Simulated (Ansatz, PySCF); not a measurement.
System: NH3, charge 0, singlet. NH3 (SMILES N).
B3LYP-D3(BJ)/def2-TZVP minimum from Ansatz (an electronic-structure program):
```xyz
4

N      0.0022    -0.0038     0.1116
H     -0.0020     0.9512    -0.2281
H      0.8095    -0.4644    -0.2929
H     -0.8232    -0.4600    -0.2599
```
Charge 0, spin multiplicity 1.

Property: enthalpy of formation at 298 K (by atomisation, with ideal-gas terms from PySCF's Hessian at B3LYP-D3(BJ)/def2-TZVP and the atoms' measured values of the G2/97 table; no spin-orbit terms), in kJ/mol. Open shells are spin-unrestricted; no spin-orbit coupling. CBS(X,Y): correlation extrapolated as X^-3, Hartree-Fock from the larger set (Q,5: extrapolated as (X+1)exp(-9√X)). A bracket is a step between two methods taken in the basis named. Functionals run without relativity, which enters their misses. Double hybrids freeze cores in their MP2 part. '+ core + X2C': CCSD(T) terms for core correlation (cc-pwCVTZ) and scalar relativity (cc-pVTZ-DK). For partners of very few electrons the exact lower level stands in for a higher one.

Measured: -10.9 kcal/mol, -45.6 kJ/mol (Active Thermochemical Tables 1.112 (ions: stationary electron), as tabulated in the package chemicals).

Task: What does PBE/def2-TZVPD (Ansatz) give here, and how do the other levels compare?

Result: PBE gives -56.8 kJ/mol, 11.2 kJ/mol below it. Errors of the others: r2SCAN/def2-TZVPD (Ansatz) 22.5; B3LYP/def2-TZVPD (Ansatz) -5.9; wB97M-V/def2-TZVPD (Ansatz) -0.3; B2PLYP/def2-TZVPD (Ansatz) 17.5; CCSD(T)/CBS(cc-pVQZ,cc-pV5Z) + core + X2C (Ansatz) 0.5; CCSD(T)/CBS(cc-pVQZ,cc-pV5Z) + [CCSDT(Q) - CCSD(T)]/cc-pVQZ + [CCSDTQ - CCSDT(Q)]/cc-pVDZ + core + X2C (Ansatz) 0.3 kJ/mol. Nearer than PBE: B3LYP/def2-TZVPD, wB97M-V/def2-TZVPD, CCSD(T)/CBS(cc-pVQZ,cc-pV5Z) + core + X2C, CCSD(T)/CBS(cc-pVQZ,cc-pV5Z) + [CCSDT(Q) - CCSD(T)]/cc-pVQZ + [CCSDTQ - CCSDT(Q)]/cc-pVDZ + core + X2C.
